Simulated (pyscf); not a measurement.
HO–PbH₃ -> PbH₂ [singlet] + H₂O, a 1,1-elimination (singlet surface; O–Pb, H–Pb broken, H–O formed). Structures and frequencies: ωB97X-D3(BJ)/def2-SVP in PySCF. Correlated levels are frozen-core, on RHF or UHF. ΔMP2 is the change of the MP2 total energy from the triple- to the quadruple-zeta basis. Energies in kcal/mol from the reactant's lowest minimum found.

Small-basis levels: PySCF, no dispersion term, spherical d functions. 

### Question
Quick MP2/6-31G*+LANL2DZ single points give ΔE‡ = 45.2 kcal/mol and ΔE = +1.2 kcal/mol. What does CCSD(T)/def2-TZVPP + ΔMP2(QZVPP) give, and how far is the quick result from it?

### Answer
CCSD(T)/def2-TZVPP + ΔMP2(QZVPP) gives ΔE‡ = 34.9 kcal/mol and ΔE = -10.5 kcal/mol. MP2/6-31G*+LANL2DZ lies 10.3 kcal/mol over it in the barrier and 11.8 kcal/mol over it in the reaction energy, so on this step it does not hold to within 3.0 kcal/mol. CCSD(T)/def2-TZVPP + ΔMP2(QZVPP) has limits of its own. On the product side the descent ends in a bound adduct (not fully relaxed), 14.9 kcal/mol under the separated species and 59.6 kcal/mol under the saddle at ωB97X-D3(BJ)/def2-TZVP. At ωB97X-D3(BJ)/def2-TZVP the barrier from the zero used here is 38.6 kcal/mol. This is the saddle that the search found; another between the same sides may lie lower. The CCSD(T) − MP2 part came from Ansatz, without density fitting, on the same reference. The frozen core leaves the outer d or s,p core shells of the metals and heavy elements correlated in the MP2 and CC values, and def2-TZVPP describes them poorly, which can shift differences by a few kcal/mol. In the def2 sets elements past Kr carry core potentials, without spin-orbit coupling.
